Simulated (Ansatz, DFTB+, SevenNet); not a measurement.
# Volume per atom of hcp Co: levels of theory against measurement

Reference value: 10.96 Å³/atom (measured, copied from a table, unchecked, extrapolated to 0 K and zero-point effects removed; as tabulated in Lejaeghere et al. (2013), arXiv:1204.2733).

```tsv
level (code)	value (Å³/atom)	error (%)
GFN1-xTB as cut by DFTB+	10.35	-5.6
SevenNet-l3i5	10.81	-1.4
LDA (Ansatz)	10.01	-8.7
PBE (Ansatz)	10.86	-0.9
RPBE (Ansatz)	11.16	+1.8
rVV10 (Ansatz)	11.02	+0.5
r²SCAN (Ansatz)	10.64	-2.9
r²SCAN+rVV10 (Ansatz)	10.53	-3.9
```

Leaving aside GFN1-xTB as cut by DFTB+ (doubt noted below): Once the reference is moved by up to 2.0 % (a margin picked here for doubts on the reference and the settings) and values within 0.3 % count as equal, the nearest can be rVV10 (+0.5 %), PBE (-0.9 %), SevenNet-l3i5 (-1.4 %), RPBE (+1.8 %) or r²SCAN (-2.9 %). Farthest off among them: LDA (-8.7 %).

Spin-polarised runs: LDA (parallel moments), PBE (parallel moments), RPBE (parallel moments), rVV10 (parallel moments), r²SCAN (parallel moments), r²SCAN+rVV10 (parallel moments). GFN1-xTB as cut by DFTB+: the method was fitted mainly to molecules. GFN1-xTB as cut by DFTB+: this magnet was run without spin. GFN1-xTB as cut by DFTB+: codes differ in how they cut the long-range tail of xTB's charge interaction in a crystal, so the value belongs to this code. Cutoffs differ between the levels. Ansatz's density-functional and Hartree–Fock values are scalar-relativistic unless marked +SOC, with PAW data made under PBE.

Machine-learned potentials (SevenNet-l3i5) are trained on DFT data: a solid inside that data is no test of them.

Differences are worked out from the printed values.

Ansatz is a first-principles code.
